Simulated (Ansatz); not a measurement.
Relaxed structures of CH3BS, singlet (PBE0-D4/def2-TZVP; forces vanish, vibrations not checked; lower isomers may exist, and structures with a doubtful reference or unclear bonds are left out; Å). Program: Ansatz 0.2.0. Basis: def2-TZVPP. Cores are frozen in the correlated methods.

(1) Rank them by CCSD(T) energy, lowest first, and give each one's height above the lowest. Links in brackets join atoms within 1.22 times the sum of their covalent radii (1.1 for two metals). (An estimate is asked for; the value comes from the calculation.)
A.
CH₃BS ([BH]1[CH][SH]1)
```
6
angstrom
B 0.1547 0.0047 0.9021
C -0.8595 0.0441 -0.0278
S 0.5991 0.5935 -0.9174
H 1.0773 -0.5285 -1.5288
H -1.8423 -0.0089 -0.4568
H 0.8017 -0.1058 1.8797
```
B.
CH₃BS ([BH]1[CH2][S]1)
```
6
angstrom
B 0.5476 0.2729 0.6099
C -0.6260 -0.3001 -0.1894
S -0.6282 -0.4466 1.6672
H -0.5419 -1.2496 -0.7106
H -1.4053 0.3449 -0.5859
H 1.5871 0.8355 0.6124
```
C.
CH₃BS ([BH][CH][SH])
```
6
angstrom
B 0.3894 -0.0505 -1.0724
C -0.5446 0.0280 -0.0583
S -0.3772 0.0624 1.6898
H 1.1613 -0.1160 -1.9544
H -1.5905 0.0802 -0.3593
H 0.9615 -0.0041 1.7545
```

The T1 diagnostic stays at or below 0.017.

Results:

(1) The calculation gives: B (0.0 kJ/mol), A (136.4 kJ/mol), C (185.6 kJ/mol). Heights count from the lowest.

For scale, one of the runs: CCSD(T)/def2-TZVPP, 146 basis functions, launched by `ansatz run in.yaml --threads 2 --pin off --events-out ev --progress --plain --max-ram 4352MiB`. The run took 8.5 s on 2 CPU threads of an Intel Xeon Platinum 8259CL (shared host), with 0.87 GiB of host memory at its peak.
